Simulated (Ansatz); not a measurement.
**BSiH2 (doublet): from Hartree-Fock to the top rungs, def2-TZVPP**

The task here is to estimate one member of a computed series from the others.

Method: def2-TZVPP, core rule «outside noble gas», up to 6 orbitals frozen; program: Ansatz 0.2.0, Gaussian basis.

The runs, in order: UHF; ROHF; CCSD(T) on UHF.

2 further runs of the same task are left out: 2 set aside as unsound or not needed.

## What is computed

The geometry is a PBE0/def2-TZVP stationary point (not a proven minimum).

4 atoms, charge 0, spin multiplicity 2.

Atoms are counted from 1 here; the program's logs count them from 0.

Bond lengths: Si1–B2 1.844 Å, B2–H3 1.322 Å, B2–H4 1.185 Å. Angles: Si1–B2–H3 66.1°, Si1–B2–H4 177.9°, H3–B2–H4 116.0°.

The first run:

in.yaml reads:

```yaml
crystal:
  periodic: [false, false, false]
  atoms:
    - {symbol: Si, position_ang: [0.000000, -0.005322, 0.594837]}
    - {symbol: B, position_ang: [0.000000, -0.077872, -1.247918]}
    - {symbol: H, position_ang: [0.000000, 1.150544, -0.760155]}
    - {symbol: H, position_ang: [0.000000, -0.167010, -2.429569]}
basis:
  gaussian: {orbitals: def2-TZVPP}
magnetization: {spin_polarized: true, initial_magnetization: 1}
hamiltonian: {xc: hf}
output: {orbitals: {seedname: orbitals}}
```

The run is started by

```
> ansatz run in.yaml --threads 1 --pin off --events-out ev --progress --plain --max-ram 4096MiB --backend cpu
```

Steps of the session up to this table: UHF; ROHF; CCSD(T) on UHF.

One of the session's tables, all rows but one given; the rest of the session is left out.

| method | from UCCSD(T) (meV) |
| --- | --- |
| ROHF | +6439.0 |
| UHF | ? |
| UMP2 | +1144.4 |
| UCCSD | +286.1 |
| UCCSD(T) | 0 |

**Question.** Estimate the row for UHF.

The run gave: from UCCSD(T) (meV): +6351.6. In the column «from UCCSD(T) (meV)» it lies between UMP2 (+1144.4) and ROHF (+6439.0).

With the free atoms at the same levels and basis (separate runs), the atomisation energy is 10.762 eV at UCCSD(T), 8.422 eV at ROHF.
